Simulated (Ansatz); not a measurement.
# Multireference treatment of C₃H₅ (charge +1), singlet

Program: Ansatz, Gaussian basis, development build. Basis cc-pVTZ, nonrelativistic, no frozen core. State-specific CASSCF; RHF is the lowest restricted (open-shell) Hartree–Fock solution met. No symmetry is imposed, so a solution can break that of the shape. The lowest solution met needn't be the lowest there is, nor hold the orbitals that a chemist would pick.

Geometry:

```tsv
atom	x (Å)	y (Å)	z (Å)
C	0.0000	0.0000	0.4300
C	0.0000	1.1900	-0.2500
C	0.0000	-1.1900	-0.2500
H	0.0000	0.0000	1.5100
H	0.0000	2.1400	0.2800
H	0.0000	-2.1400	0.2800
H	0.0000	1.2100	-1.3400
H	0.0000	-1.2100	-1.3400
```

Question: What do CASSCF and its corrections give against RHF in CAS(2,3), and what are the occupations?

Answer: CASSCF -0.817 eV, SC-NEVPT2 -13.683 eV; occupations 1.90, 0.08, 0.02.

Question: Roughly how much CPU time does a whole run from the default start take (median of such runs, summed over threads; nearly all runs on one pinned thread of a shared server, mostly Xeon at 2.3 to 2.6 GHz, by a development driver)?

Answer: CAS(2,3): about 6.2 s. Other jobs ran beside these, and the count of passes differs.
